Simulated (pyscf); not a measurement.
Homolytic dissociation enthalpies at 298 K of Ge–O, O–Si bonds in 6 gas-phase molecules, in kcal/mol. Single points on ωB97X-D3(BJ)/def2-SVP structures (PySCF, gas phase). Both columns use the same structures and thermal terms. Rows were drawn at random from the closed-shell molecules with such a bond whose radicals are computed, keep their shape and have no isomer in the data more than 5 kcal/mol lower.

| row | molecule | radicals | PBE/def2-TZVP | ωB97M-D3(BJ)/def2-TZVP |
|---|---|---|---|---|
| 1 | HO–Be–O–Si(OH)(OH)–OH | •O–Be–OH + HO–Si•(OH)–OH | 139.9 | 149.2 |
| 2 | HO–Ga(OH)–O–SiH₂–I | •O–Ga(OH)–OH + •H₂Si–I | 121.7 | 129.6 |
| 3 | H₃Si–SiH₂–O–GeH₂–SiH₃ | •H₂Si–SiH₃ + •O–GeH₂–SiH₃ | 107.1 | 117.9 |
| 4 | HO–B(OH)–O–Si(Cl)(Cl)–Cl | •O–B(OH)–OH + Cl–Si•(Cl)–Cl | 118.9 | 130.2 |
| 5 | HO–Si(F)(F)–O–SiH₃ | •O–Si(OH)(F)–F + SiH₃• | 123.6 | 132.2 |
| 6 | H₃C–Al(OH)–O–Al(OH)–O–GeH₃ | H₃C–Al(OH)–O–Al(O•)–OH + GeH₃• | 104.4 | ? |

**Question.** Fit a line that carries the PBE values to the last column and predict row 6.

**Answer.** In the 5 complete rows the last column lies 7.9 to 11.3 kcal/mol from PBE (mean 9.6, median 9.3). Least squares gives y = 15.7 + 0.95·x with residuals of 1.2 kcal/mol (root mean square). For row 6: 15.7 + 0.95 × 104.4 = 114.9 kcal/mol, an extrapolation. The computed value is 106.4 kcal/mol, 8.5 under the line. Elements up to Kr have no core potential and no relativistic terms here. Elements past Kr carry the def2 core potentials, without spin-orbit coupling.
